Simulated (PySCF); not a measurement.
Molecule: `CC[S-]`, [C2H5S]-.

Cartesian coordinates in Å; atom numbers follow the order of the lines, from 1:
```xyz
8

C    -0.7988    0.0301   -0.0443
C     0.7127   -0.1672   -0.0089
S     1.5893    1.3323    0.4902
H    -1.1541    0.3249    0.9427
H    -1.0508    0.8265   -0.7442
H    -1.3174   -0.8868   -0.3490
H     1.0671   -0.4733   -1.0053
H     0.9610   -0.9772    0.6942
```

Total charge -1.

Frames of a GFN2-xTB Langevin trajectory at 300 K; GIAO PBE0/pcSseg-1 shieldings in PySCF 2.14, gas phase, non-relativistic; equivalent atoms averaged within each frame.

δ = σ(ref) − σ, references computed at the same level: $^{13}$C (σ = 186.93 ppm), $^{1}$H (σ = 31.72 ppm) vs TMS; CS2 for $^{33}$S (σ = 503.73 ppm). The references are static minima.

How do the shifts (ppm) fluctuate along the trajectory?

Answers


| time (fs) | C2 | C1 | S3 | H7/H8 | H4/H5/H6 |
| --- | --- | --- | --- | --- | --- |
| optimised geometry | 34.1 | 28.7 | -102 | 3.02 | 1.00 |
| 250 | 34.1 | 32.3 | -45 | 3.13 | 1.88 |
| 425 | 49.6 | 31.7 | -82 | 4.01 | 1.27 |
| 625 | 38.0 | 29.0 | -85 | 4.77 | 1.25 |
| 800 | 28.6 | 28.5 | -45 | 1.59 | 1.58 |
| 1000 | 30.2 | 26.4 | -98 | 3.41 | 0.69 |
| mean of frames | 36.1 | 29.6 | -71 | 3.38 | 1.33 |
| standard deviation | 8.4 | 2.4 | 24 | 1.18 | 0.44 |

5 frames give an uncertainty of the mean of about the standard deviation over 2.2 at best, since frames this close in time may not be independent; classical motion lacks zero-point vibration, and the reference would need the same averaging.
